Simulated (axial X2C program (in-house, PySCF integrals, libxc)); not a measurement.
**Nuclear properties of Al₂**

Calculated with an in-house all-electron X2C program for linear molecules (integrals from PySCF): two-component X2C with atomic mean-field Coulomb and Gaunt terms, Gaussian nuclei, basis Al dyall-v3z with contracted cores.

R = 2.488 Å (near the PBE0 minimum at charge 0 of the determinant lowest at the starting distance; the state shown can have its own minimum elsewhere).

Input and command:
```json
{"zs": [13, 13], "q": 0, "bas": ["dyall-v3z", "dyall-v3z"], "r0": 2.52, "levels": ["PBE0", "HF", "PBE", "B3LYP", "BP86"], "nst": 3}
```
```bash
python soeom.py task.json out
```

Keys: zs atomic numbers; q charge; bas basis sets; r0 starting distance in Å; levels methods; nst determinants followed.

Determinant lowest in the PBE0 search, Ω = 1 (⟨Sz⟩ = 1.00, ⟨Lz⟩ = 0.00 at PBE0), spin on the atoms Al 0.50, Al 0.50:

```json
{"level": "PBE0", "A∥/gI Al (MHz)": "-64.6", "qzz Al (a.u.)": "0.29"}
{"level": "HF", "A∥/gI Al (MHz)": "-68.8", "qzz Al (a.u.)": "0.32"}
{"level": "PBE", "A∥/gI Al (MHz)": "-65.2", "qzz Al (a.u.)": "0.27"}
{"level": "B3LYP", "A∥/gI Al (MHz)": "-48.1", "qzz Al (a.u.)": "0.32"}
{"level": "BP86", "A∥/gI Al (MHz)": "-53.9", "qzz Al (a.u.)": "0.28"}
```

Determinant 0.16 eV from it at PBE0 and this distance, Ω = 2 (⟨Sz⟩ = 1.00, ⟨Lz⟩ = 1.00 at PBE0), spin on the atoms Al 0.50, Al 0.50:

```
level  A∥/gI Al (MHz)  qzz Al (a.u.)
 PBE0            16.7          -0.80
   HF           -3.11          -0.81
  PBE            23.5          -0.80
B3LYP            31.3          -0.83
 BP86            29.9          -0.80
```

A∥ (defined per Ω) follows by multiplying with gI = μI/(I μN); qzz is the electric field gradient, eQq0 = 234.96 MHz × Q/barn × qzz. The operators were transformed with the bare-nucleus X2C matrices; with these basis sets, hyperfine constants and field gradients can be off by tens of per cent, and where levels differ in sign neither size nor sign is settled.

Problem. With gI(27Al) = 1.4566, Q(27Al) = 0.1466 barn (g factors from the IAEA table of nuclear moments by Stone; Q from Pyykkö, Mol. Phys. 2018), turn the PBE0 values of the first state into constants in MHz.

Solution. A∥(27Al) = -64.6 × 1.4566 = -94.1 MHz; eQq0(27Al) = 234.96 × (0.1466) × (0.29) = 9.99 MHz.

Each state is one determinant with collinear spin, which with several unpaired electrons need not be a pure state. Unrestricted Hartree–Fock can overshoot spin polarisation at the nuclei. With several open shells hyperfine constants can be off by a factor of several. Open-shell Ω = 0 determinants with evenly filled partner blocks cannot be reached by this program, so the Ω shown need not be the lowest component. At HF a later determinant lies lower. States lie within half an eV, so the first need not be the ground state. Further determinants of the search, some of them spin-mixed, are not shown. PBE0 term energies can be off by some tenths of an eV.
